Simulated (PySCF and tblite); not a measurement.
Values are calculated unless marked as measured or tabulated.
C5H5N, numbered as in [CH:1]#[C:2][CH2:3][CH2:4][C:5]#[N:6].

Geometries PBE0-D3(BJ)/def2-SVP; weights from PBE0-D3(BJ)/def2-TZVP energies and GFN2-xTB thermal corrections, with symmetry numbers and mirror pairs. Conformers within 4 kcal/mol (GFN2-xTB free energy) were kept, 7 at most. Couplings: B3LYP/pcSseg-1 with pcJ-1 on H (gas phase; spin-dipole term only for pairs with B, N, F, Si or P). Couplings are for ¹H; a prime marks the second kind of pair between the same two sets of atoms. Codes: tblite and PySCF.

Torsions listed: C2–C3–C4–C5. Of a mirror pair one member is shown.

```
conformer  shape  weight %
        1   180°      63.3
        2   -65°      36.7
```

Problem. Give the couplings in each conformer and the averages at 298.15 K (pairs that fast motion interchanges averaged).

Solution. 
```json
{"coupling": "⁴J(H1,H3)", "pairs": "2", "1": "-4.3", "2": "-4.3", "average (Hz)": "-4.3"}
{"coupling": "²J(H3,H3)", "pairs": "1", "1": "-19.5", "2": "-19.4", "average (Hz)": "-19.5"}
{"coupling": "³J(H3,H4)", "pairs": "2", "1": "4.7", "2": "10.3", "average (Hz)": "6.7"}
{"coupling": "³J(H3,H4′)", "pairs": "2", "1": "15.6", "2": "3.6", "average (Hz)": "11.2"}
{"coupling": "²J(H4,H4)", "pairs": "1", "1": "-19.4", "2": "-18.9", "average (Hz)": "-19.2"}
```
